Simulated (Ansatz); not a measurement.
## Ansatz (development build ahead of 0.2.0) run

```yaml
crystal:
  periodic: [false, false, false]
  atoms:
    - { symbol: C, position_ang: [-0.31495, 0.95999, -0.88571] }
    - { symbol: C, position_ang: [0.01777, -0.01282, 0.00965] }
    - { symbol: C, position_ang: [0.28216, -0.93056, 0.88288] }
    - { symbol: H, position_ang: [-1.25243, 0.82581, -1.44673] }
    - { symbol: H, position_ang: [0.4653, 1.69992, -1.03366] }
    - { symbol: H, position_ang: [0.82569, -0.6345, 1.80095] }
    - { symbol: H, position_ang: [0.10542, -2.0021, 0.62962] }
basis:
  gaussian: { orbitals: def2-SVP }
total_charge: 1
magnetization:
  spin_polarized: true
  initial_magnetization: 1
hamiltonian:
  xc: hf
correlation:
  method: mp2
  frozen_orbitals: { C: 1, H: 0 }
output:
  forces: true
```

The input is written out in the form of the current development build from the run's settings.

Output:

```yaml
Converged: yes
Reference_energy: -115.46542 hartree
Correlation_energy: -0.34010 hartree
Total_energy: -115.80552 hartree
Spin_squared_of_the_determinant: 0.864
Stability_test: minimum
```

Forces (eV/Å):
```json
{"atom": "C1", "Fx": "0.641", "Fy": "-2.289", "Fz": "1.404"}
{"atom": "C2", "Fx": "-0.955", "Fy": "1.338", "Fz": "-1.146"}
{"atom": "C3", "Fx": "0.587", "Fy": "-0.449", "Fz": "-0.127"}
{"atom": "H4", "Fx": "0.000", "Fy": "0.635", "Fz": "0.122"}
{"atom": "H5", "Fx": "-0.001", "Fy": "0.574", "Fz": "-0.613"}
{"atom": "H6", "Fx": "-0.496", "Fy": "-0.228", "Fz": "0.123"}
{"atom": "H7", "Fx": "0.224", "Fy": "0.419", "Fz": "0.238"}
```

Caution: the unrestricted determinant is spin contaminated; MP2 on this radical cation hangs on the determinant chosen.
